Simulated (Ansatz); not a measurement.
System: C4H3S, net charge 0, doublet state. It need not be the lowest isomer of its formula. 
Geometry from a B3LYP-D3(BJ)/def2-TZVP (Ansatz, a quantum-chemistry and plane-wave program) optimisation:
```
C
C 1 1.3687
H 2 1.0783 1 127.91
H 1 1.0789 2 124.65 3 0.00
C 1 1.4091 4 125.79 2 -180.00
C 5 1.3441 1 117.88 4 -180.00
H 6 1.0762 5 131.18 1 180.00
S 2 1.7214 3 119.85 1 -180.00
```
Charge 0, spin multiplicity 2.

Wanted: atomisation energy (electronic, to ground-state atoms), in kcal/mol. Correlated levels leave the core frozen unless marked. UHF or UKS for open shells. No spin-orbit coupling. No relativistic terms. The coupled-cluster limit lacks core correlation, which all-electron functionals hold. Basis-set limits of correlation are two-point, X^-3; Hartree-Fock from the larger set. [CCSD(T)-MP2]/basis is that difference in the basis named.

```json
[
 {"level": "PBE-D3(BJ)/def2-TZVPD", "program": "Ansatz + dftd3", "atomisation energy (kcal/mol)": "884.0"},
 {"level": "revPBE/def2-TZVPD", "program": "Ansatz", "atomisation energy (kcal/mol)": "843.3"},
 {"level": "r2SCAN-D3(BJ)/def2-TZVPD", "program": "Ansatz + dftd3", "atomisation energy (kcal/mol)": "855.4"},
 {"level": "r2SCAN-D4/def2-TZVPD", "program": "Ansatz + dftd4", "atomisation energy (kcal/mol)": "855.3"},
 {"level": "PBE0/def2-TZVP", "program": "Ansatz", "atomisation energy (kcal/mol)": "857.2"},
 {"level": "PBE0/def2-TZVPD", "program": "Ansatz", "atomisation energy (kcal/mol)": "857.3"},
 {"level": "BHLYP-D4/def2-TZVPD", "program": "Ansatz + dftd4", "atomisation energy (kcal/mol)": "808.4"}
]
```

**Question.** Predict the RI-MP2/CBS(cc-pV(T+d)Z,cc-pV(Q+d)Z)+[CCSD(T)-MP2]/cc-pV(T+d)Z result (Ansatz).

**Answer.** 837.1 kcal/mol
